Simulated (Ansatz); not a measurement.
`CNCF`, 10 atoms. The species carries charge 0 and has multiplicity 1. All runs use 2 threads of an AMD EPYC 7B13 on a shared host. Correlated methods freeze the cores.

Task: How many basis functions does each run have, and how long does it take in Ansatz? RKS LC-ωPBE/def2-TZVPP energy; RKS ωB97M-V/def2-QZVPP energy; RKS HSE06 (plane-wave form)-D4/def2-TZVPP energy; RKS revPBE-D4/def2-TZVPP energy; RKS PBE0-D4/def2-QZVPP energy; RHF-CCSD(T)/def2-TZVPP energy; RHF-MP2/def2-QZVPP energy; direct RPA on PBE orbitals/def2-TZVPP energy; RHF-CCSD(T)/def2-SVP energy; RKS r2SCAN-D4/def2-TZVPP energy and forces; RKS PBE0-D4/def2-SVP energy; RKS ωB97M-V/def2-SVP energy. (An estimate is asked.)

Result: Computed: Other jobs shared the machine, so times are rough.

```
                                    level                job  functions  wall time  peak host memory (GiB)
                     RKS PBE0-D4/def2-SVP             energy         86      1.1 s                     0.4
                 RKS revPBE-D4/def2-TZVPP             energy        208      1.8 s                    0.22
                   RKS LC-ωPBE/def2-TZVPP             energy        208      2.3 s                     0.4
RKS HSE06 (plane-wave form)-D4/def2-TZVPP             energy        208      2.7 s                    0.45
                     RKS ωB97M-V/def2-SVP             energy         86      2.9 s                     0.4
                 RKS r2SCAN-D4/def2-TZVPP  energy and forces        208      3.5 s                    0.24
                     RHF-CCSD(T)/def2-SVP             energy         86      3.7 s                     0.4
    direct RPA on PBE orbitals/def2-TZVPP             energy        208      4.9 s                    0.43
                   RKS PBE0-D4/def2-QZVPP             energy        408      7.5 s                       1
                   RKS ωB97M-V/def2-QZVPP             energy        408       16 s                     1.2
                       RHF-MP2/def2-QZVPP             energy        408       19 s                     2.1
                   RHF-CCSD(T)/def2-TZVPP             energy        208       72 s                     3.1
```

LC-ωPBE has ω = 0.4 bohr⁻¹.
